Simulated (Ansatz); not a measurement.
# C₂H₆NPS: small, medium and large basis sets

Aim: see how fast density functionals converge with the basis set for C₂H₆NPS.

Computed with Ansatz 0.2.0, Gaussian basis. Level: one geometry, several basis sets.

Plan: PBE0-D4/def2-SVP; ωB97M-V/def2-SVP; PBE0-D4/def2-QZVPP; ωB97M-V/def2-QZVPP; the functionals' def2-TZVPP values are taken from earlier runs.

## 1. The geometry

An earlier PBE0-D4 in a triple-zeta def2 set relaxation fixed the geometry.

SMILES `CN(P)C=S`, 11 atoms, charge 0, spin multiplicity 1.

Atoms are counted from 1 here; the program's logs count them from 0.

Bond lengths: C1–N2 1.452 Å, C1–H6 1.092 Å, C1–H7 1.088 Å, C1–H8 1.093 Å, N2–P3 1.730 Å, N2–C4 1.349 Å, P3–H9 1.422 Å, P3–H10 1.422 Å, C4–S5 1.630 Å, C4–H11 1.092 Å. Angles: N2–C1–H6 110.1°, N2–C1–H7 109.1°, N2–C1–H8 110.1°, H6–C1–H7 110.0°, H6–C1–H8 107.5°, H7–C1–H8 110.0°, C1–N2–P3 123.0°, C1–N2–C4 119.2°, P3–N2–C4 117.8°, N2–P3–H9 98.2°, N2–P3–H10 98.2°, H9–P3–H10 92.7°, N2–C4–S5 126.3°, N2–C4–H11 112.3°, S5–C4–H11 121.4°.

Geometry (Å):

```mol
C2H6NPS
  3D, bonds by distance, orders not assigned

 11 10  0  0  0  0  0  0  0  0999 V2000
   -0.3353    0.9002    0.6649 C   0  0
    0.0146   -0.2026   -0.2129 N   0  0
    1.3782   -1.2304    0.0650 P   0  0
   -0.7492   -0.4496   -1.2968 C   0  0
   -2.0748    0.3823   -1.7523 S   0  0
   -0.3405    1.8384    0.1053 H   0  0
    0.3880    0.9541    1.4757 H   0  0
   -1.3398    0.7538    1.0691 H   0  0
    1.1649   -1.4820    1.4486 H   0  0
    2.3441   -0.2205    0.3300 H   0  0
   -0.3849   -1.3008   -1.8760 H   0  0
  1  2  8  0
  2  3  8  0
  2  4  8  0
  4  5  8  0
  1  6  8  0
  1  7  8  0
  1  8  8  0
  3  9  8  0
  3 10  8  0
  4 11  8  0
M  END
```

## 2. PBE0-D4 in def2-SVP

Contents of in.yaml:

```yaml
crystal:
  periodic: [false, false, false]
  atoms:
    - {symbol: C, position_ang: [-0.335332, 0.900169, 0.664883]}
    - {symbol: N, position_ang: [0.014579, -0.202583, -0.212866]}
    - {symbol: P, position_ang: [1.378203, -1.230376, 0.065020]}
    - {symbol: C, position_ang: [-0.749177, -0.449588, -1.296815]}
    - {symbol: S, position_ang: [-2.074810, 0.382330, -1.752323]}
    - {symbol: H, position_ang: [-0.340489, 1.838355, 0.105263]}
    - {symbol: H, position_ang: [0.388025, 0.954076, 1.475725]}
    - {symbol: H, position_ang: [-1.339759, 0.753776, 1.069132]}
    - {symbol: H, position_ang: [1.164858, -1.482012, 1.448627]}
    - {symbol: H, position_ang: [2.344134, -0.220508, 0.329984]}
    - {symbol: H, position_ang: [-0.384930, -1.300841, -1.876029]}
basis:
  gaussian: {orbitals: def2-SVP}
hamiltonian: {xc: pbe0, dispersion: d4}
output: {orbitals: {seedname: orbitals}}
```

The run is started by

```bash
$ ansatz run in.yaml --threads 4 --pin off --events-out ev --progress --plain --max-ram 10444MiB
```

The runs that follow: ωB97M-V in def2-SVP; PBE0-D4 in def2-QZVPP; ωB97M-V in def2-QZVPP.

**Question.** What will the summary of the whole plan be? Wanted: PBE0-D4: double and triple zeta above quadruple; ωB97M-V: double and triple zeta above quadruple.

The runs gave:

| quantity | value |
| --- | --- |
| PBE0-D4: double and triple zeta above quadruple | 11.88, 0.83 eV |
| ωB97M-V: double and triple zeta above quadruple | 12.01, 0.79 eV |

What this shows: For PBE0-D4 the step from double to triple zeta gains 11.05 eV and the next only 0.83 eV. Total energies overstate the basis error of differences, where much of it tends to cancel.
